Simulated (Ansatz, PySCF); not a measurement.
This Ansatz (a program for electronic structure) input computes a B3LYP/def2-TZVPD energy:

Ansatz 0.2 input:
```yaml
crystal:
  periodic: [false, false, false]
  atoms:
    - {symbol: H, position_ang: [0.02111205, -0.00143336, 2.12185248]}
    - {symbol: N, position_ang: [0.01112652, -0.00075541, 1.11826362]}
    - {symbol: C, position_ang: [0.00946073, 1.12191629, 0.33153769]}
    - {symbol: C, position_ang: [-0.00287711, -1.12236327, 0.33014438]}
    - {symbol: C, position_ang: [-0.00584339, 0.71143788, -0.97956154]}
    - {symbol: C, position_ang: [-0.01365831, -0.71011385, -0.98044408]}
    - {symbol: H, position_ang: [0.01917266, 2.10750118, 0.76352653]}
    - {symbol: H, position_ang: [-0.00400481, -2.10853097, 0.76090912]}
    - {symbol: H, position_ang: [-0.01087228, 1.35755136, -1.84125406]}
    - {symbol: H, position_ang: [-0.02578477, -1.35506260, -1.84293812]}
basis:
  gaussian:
    orbitals: def2-TZVPD
hamiltonian:
  xc: {name: B3LYP}
output: {forces: true}
```

### Question
Write an input for the same energy in PySCF and say what it gives.

### Answer

```python
from pyscf import gto, scf, dft

mol = gto.M(
    atom='''
    H     0.02111205   -0.00143336    2.12185248
    N     0.01112652   -0.00075541    1.11826362
    C     0.00946073    1.12191629    0.33153769
    C    -0.00287711   -1.12236327    0.33014438
    C    -0.00584339    0.71143788   -0.97956154
    C    -0.01365831   -0.71011385   -0.98044408
    H     0.01917266    2.10750118    0.76352653
    H    -0.00400481   -2.10853097    0.76090912
    H    -0.01087228    1.35755136   -1.84125406
    H    -0.02578477   -1.35506260   -1.84293812
    ''',
    basis='def2-tzvpd',
    charge=0,
    spin=0,
    verbose=4,
)

mf = dft.RKS(mol, xc='b3lyp').density_fit(auxbasis='def2-universal-jkfit')
mf.grids.level = 3
mf.conv_tol = 1e-9
mf.max_cycle = 100
mf.max_memory = 1500
mf.kernel()
if not mf.converged:
    mf = mf.newton()
    mf.kernel(mf.make_rdm1())
mf.analyze()
```
It gives -210.25500 Eh, and Ansatz -210.25494 Eh, a difference of 0.06 mEh, from the treatment of integrals and grids.
